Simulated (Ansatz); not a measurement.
Ansatz (a first-principles code) input (HF/STO-3G):

Ansatz 0.2 input:
```yaml
crystal:
  periodic: [false, false, false]
  atoms:
    - {symbol: Li, position_ang: [-0.00000000, -0.00000000, -1.17116215]}
    - {symbol: F, position_ang: [0.00000000, 0.00000000, 0.39038738]}
basis:
  gaussian:
    orbitals: STO-3G
hamiltonian:
  xc: {name: HF}
relax: {f_tol: 0.003, max_steps: 120}
```

Q: Predict the final energy.

A: -105.37308 Eh.
